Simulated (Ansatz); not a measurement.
The same path of C₂H₃N (6 atoms, charge 0, multiplicity 1) was run twice with different band settings. Lost on the way: C1–H4. Made: C2–H4.

Level of theory: Ansatz, UKS PBE-D4/def2-SVP.

Relaxed end points:

```xyz
6
Properties=species:S:1:pos:R:3
C -0.699 -0.207 -0.190
C 0.559 -0.217 -0.482
N 0.136 0.849 0.518
H -1.755 -0.465 -0.306
H 1.452 -0.488 -1.050
H 0.351 0.464 1.464
```

```xyz
6
Properties=species:S:1:pos:R:3
C -0.213 -0.982 0.781
C -0.053 -0.189 -0.588
N 0.099 0.275 0.752
H -0.963 0.099 -1.145
H 0.856 -0.350 -1.195
H 0.315 1.083 1.348
```

Common settings: spring 5.0 eV/Å²; optimiser quadratic models (default); start path through a guess of the saddle point; force threshold 0.05 eV/Å; iteration limit 60; end points relaxed.

| run | movable images | climbing image |
| --- | --- | --- |
| 1 | 5 | yes |
| 2 | 2 | no |

What does each run give, and how far can it be trusted?

Run 1: converged after 14 iterations, highest image 2.094 eV above the first end. A vibrational analysis at the climbing image gives one clearly imaginary mode, 1027i cm⁻¹: a first-order saddle point.
Run 2: converged after 10 iterations, highest image 1.226 eV above the first end. Neighbouring images differ by up to 1.5 eV, so the band resolves the path poorly. No image climbed, so the highest image needn't sit at the top of the path. A band with more images between the same ends climbed to 2.09 eV, so this one has probably stepped over the top. So few images can step over the top or miss a turn of the path.
The orbitals were unrestricted but ended closed-shell.
